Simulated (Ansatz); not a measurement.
How far each method lies from UCCSDT(Q) for Al–GaH–Cl, triplet

Geometry: displaced at random from a stationary point.

```yaml
atoms:
  - { symbol: Al, position_ang: [0.1099, -0.7290, 2.1272] }
  - { symbol: Ga, position_ang: [-0.0550, 0.6116, 0.0464] }
  - { symbol: Cl, position_ang: [0.0216, -0.7069, -1.7063] }
  - { symbol: H, position_ang: [0.1047, 2.0775, -0.1340] }
```

Basis cc-pVDZ; Ansatz 0.2.0. Correlated methods freeze the noble-gas cores and the filled d shells of p-block atoms, which leaves 14 electrons in 44 orbitals. Prefix R: restricted or restricted open-shell reference; prefix U: unrestricted. No spin–orbit coupling is included, and no scalar relativity.

Full CI isn't at hand for all of this; UCCSDT(Q) serves as the reference, and is uncertain by about the last step of the cluster series. The frozen core follows each run's orbitals, which can shift R against U totals by a few meV for light atoms and by up to 0.1 eV past Ca.

```
UHF ⟨S²⟩                          : 2.016
T1 diagnostic (RCCSD)             : 0.0351
largest doubles amplitude (RCCSD) : 0.081
T1 diagnostic (UCCSD)             : 0.0266
```

```tsv
level	E − E(UCCSDT(Q)) (kJ/mol)	share of correlation (%)	wall time
UHF	698.9	1.12	–
UMP2	117.7	83.34	–
UCCSD	23.9	96.62	–
UCCSD(T)	5.4	99.23	25 s
UCCSDT	1.6	99.77	–
```

The correlation energy at UCCSDT(Q), counted from RHF, is -7.326 eV. That run took 2.6 min on 1 thread of Arm Neoverse V2, shared host.

Run but not shown, since their state or frozen core can't be matched to the reference's or they repeat it: RHF, RMP2, RCCSD, RCCSD(T), BCCD(T), RCCSDT, RCCSDT(Q).

Times hold each run's SCF and search for its determinant on a shared host, so for small cases they say little of a method's own cost; they ran on 1 thread of Arm Neoverse V2.
